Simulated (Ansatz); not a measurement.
# CH4 (triplet): from Hartree-Fock to the top rungs at distance H1–H2 along a hydrogen transfer = 0.745 Å, cc-pVTZ

Aim: climb from Hartree-Fock through coupled cluster and multireference methods for CH4 (triplet) at one geometry and basis, and see what each rung misses.

The runs use Ansatz 0.2.0, Gaussian basis; cc-pVTZ, core rule «outside noble gas», up to 1 orbitals frozen.

Plan: UHF; CCSD(T) on ROHF; CCSD(T) on UHF; BCCD(T) on ROHF; CCSDT(Q) on ROHF; CCSDT(Q) on UHF; CASSCF and MRCISD+Q, 4 electrons in 4 orbitals; CASSCF and NEVPT2, 4 electrons in 4 orbitals; CASSCF and MRCISD+Q, 8 electrons in 8 orbitals; CASSCF and NEVPT2, 8 electrons in 8 orbitals.

**1. What is computed**

The geometry derives from fragments relaxed apart (PBE0/def2-TZVP) and kept rigid, so it is no stationary point. A hydrogen atom is moved between rigid fragments.

5 atoms, charge 0, spin multiplicity 3.

Atoms are counted from 1 here; the program's logs count them from 0.

Bond lengths: H1–H2 0.745 Å, C3–H4 1.079 Å, C3–H5 1.079 Å. Angles: H4–C3–H5 134.8°.

**2. UHF**

Contents of in.yaml:

```yaml
crystal:
  periodic: [false, false, false]
  atoms:
    - {symbol: H, position_ang: [-1.959487, 0.000000, 0.000000]}
    - {symbol: H, position_ang: [-1.214487, 0.000000, 0.000000]}
    - {symbol: C, position_ang: [0.168513, 0.000000, 0.000000]}
    - {symbol: H, position_ang: [0.582981, 0.000000, 0.996161]}
    - {symbol: H, position_ang: [0.582981, 0.000000, -0.996161]}
basis:
  gaussian: {orbitals: cc-pVTZ}
magnetization: {spin_polarized: true, initial_magnetization: 2}
hamiltonian: {xc: hf}
output: {orbitals: {seedname: orbitals}}
```

The run is started by

```
> ansatz run in.yaml --threads 1 --pin off --events-out ev --progress --plain --max-ram 2816MiB --backend cpu
```

Further steps of the session: CCSD(T) on ROHF; CCSD(T) on UHF; BCCD(T) on ROHF; CCSDT(Q) on ROHF; CCSDT(Q) on UHF; CASSCF and MRCISD+Q, 4 electrons in 4 orbitals; CASSCF and NEVPT2, 4 electrons in 4 orbitals; CASSCF and MRCISD+Q, 8 electrons in 8 orbitals; CASSCF and NEVPT2, 8 electrons in 8 orbitals.

Q: Predict the results of all the runs planned. Wanted: UCCSDT(Q) below the RHF energy; RMP2 from UCCSDT(Q); UMP2 from UCCSDT(Q); RCCSD from UCCSDT(Q); RCCSD(T) from UCCSDT(Q); UCCSD(T) from UCCSDT(Q); RCCSDT(Q) from UCCSDT(Q); NEVPT2 pair from UCCSDT(Q); MRCISD+Q pair from UCCSDT(Q).

The runs gave:

```
                         quantity                                                                     value
   UCCSDT(Q) below the RHF energy                                                                -5.6061 eV
              RMP2 from UCCSDT(Q)                                                                +855.2 meV
              UMP2 from UCCSDT(Q)                                                                +868.8 meV
             RCCSD from UCCSDT(Q)                                                                +159.5 meV
          RCCSD(T) from UCCSDT(Q)                                                                 +21.0 meV
          UCCSD(T) from UCCSDT(Q)                                                                 +21.0 meV
         RCCSDT(Q) from UCCSDT(Q)                                                                  +1.3 meV
       NEVPT2 pair from UCCSDT(Q)                                                                +851.3 meV
     MRCISD+Q pair from UCCSDT(Q)                                                                 +46.7 meV
    NEVPT2 valence from UCCSDT(Q)                                                                +833.5 meV
levels within 1 kcal/mol (43 meV)  RCCSD(T), UCCSD(T), BCCD(T), RCCSDT, UCCSDT, RCCSDT(Q), MRCISD+Q valence
                    T1 diagnostic                                                                     0.027
   effectively unpaired electrons                                                                      2.01
```

In words: RCCSD(T) lands +21.0 meV from the yardstick (0.4 % of the correlation energy). One determinant dominates. Of the multireference levels listed MRCISD+Q valence comes nearest in total energy (+41.7 meV), which doesn't show that its space is the better one. These misses are within one basis, not against nature; the frozen cores of restricted and unrestricted runs differ, which can shift their rows.
